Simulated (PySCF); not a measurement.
`CC(C)(C)CF` (1-fluoro-2,2-dimethyl-propane). Computed with PBE0-D3(BJ)/def2-SVP geometry optimisation, gas phase in PySCF.

```
atom  x, y, z in Å
C1    -0.7731    0.4109   -1.2723
C2    -0.1618   -0.0884    0.0359
C3    -1.0412   -1.1779    0.6512
C4     1.2469   -0.6311   -0.2094
C5    -0.0828    1.0919    0.9973
F6     0.4576    0.7115    2.2029
H7    -0.8511   -0.4118   -1.9996
H8    -0.1580    1.2023   -1.7301
H9    -1.7866    0.8145   -1.1168
H10   -0.6402   -1.4971    1.6242
H11   -1.0911   -2.0592   -0.0067
H12   -2.0699   -0.8162    0.8102
H13    1.7175   -0.9328    0.7377
H14    1.2185   -1.5081   -0.8745
H15    1.8899    0.1295   -0.6809
H16   -1.0901    1.5042    1.1865
H17    0.5486    1.8936    0.5742
```

(1) Which two atoms are farthest apart?

(2) Work out the bond lengths C1–H8, C2–C4, C3–H11, C4–H13, C4–H14, C5–F6, C5–H16, C5–H17 in Å.

(3) Give the dihedral angles H8–C1–C2–C4, C3–C2–C5–H17, C4–C2–C5–H17, H7–C1–C2–C3.

(4) Where is the centre of mass (commonest isotopes), and what is the radius of gyration?

(5) What are the angles C2–C1–H9, C2–C1–H7, H8–C1–H9, C1–C2–C4, H11–C3–H12, H10–C3–H11, C2–C4–H13?

(6) How far apart are these pairs, which share no bond: C1···F6, C1···H13, C4···C5, C4···H16, H7···H11, H10···H13, H11···H14?

(7) What is the repulsion energy of the bare nuclei, Σ ZA·ZB/RAB?

(8) Write the matrix of distances between heavy atoms (Å, lower triangle).

Results:

(1) F6···H7, 4.54 Å; the next longest distance is 4.34 Å.

(2) For C1–H8 the difference vector is (0.6151, 0.7914, -0.4578) Å, of length 1.1019 Å. C1–H8 1.102; C2–C4 1.529; C3–H11 1.101; C4–H13 1.100; C4–H14 1.101; C5–F6 1.375; C5–H16 1.105; C5–H17 1.105 Å.

(3) H8–C1–C2–C4 -59° (synclinal); C3–C2–C5–H17 180° (antiperiplanar); C4–C2–C5–H17 60° (synclinal); H7–C1–C2–C3 -61° (synclinal). Dihedral signs follow IUPAC: positive where, seen along the central bond, the front bond turns clockwise onto the rear one.

(4) Mass 90.084 u; centre at (-0.038, 0.079, 0.475) Å; Rg = √(Σ m r²/M) = 1.673 Å. As Ia + Ib + Ic = 2 Σ m r², the three principal moments sum to 504.1 u·Å².

(5) From the scalar product of the two bond vectors; for C2–C1–H9 it is -0.6176 Å² over 1.5279 × 1.1019 Å², cos θ = -0.3669. C2–C1–H9 111.5°; C2–C1–H7 110.5°; H8–C1–H9 108.0°; C1–C2–C4 110.3°; H11–C3–H12 107.9°; H10–C3–H11 108.2°; C2–C4–H13 110.7°.

(6) C1···F6 3.699 Å (3 bonds apart); C1···H13 3.471 Å (3 bonds apart); C4···C5 2.489 Å (2 bonds apart); C4···H16 3.460 Å (3 bonds apart); H7···H11 2.597 Å (4 bonds apart); H10···H13 2.581 Å (4 bonds apart); H11···H14 2.528 Å (4 bonds apart).

(7) 266.74 Eh over 136 pairs, with full nuclear charges and distances in bohr; the largest single term is 20.78 Eh (C5 with F6).

(8) 
```
C1    0.000
C2    1.528  0.000
C3    2.509  1.529  0.000
C4    2.509  1.529  2.505  0.000
C5    2.468  1.524  2.488  2.489  0.000
F6    3.699  2.392  2.868  2.871  1.375  0.000
```

The point group is Cs within 0.08 Å; differences among equivalent distances and angles are scatter left by the optimiser. No frequency check.

The run took 32 s wall on one thread, INTEL XEON PLATINUM 8581C at 2.10 GHz (x86_64), no GPU, on a shared host, and the process peaked at 0.70 GiB of memory. That covers the optimisation of the geometry.
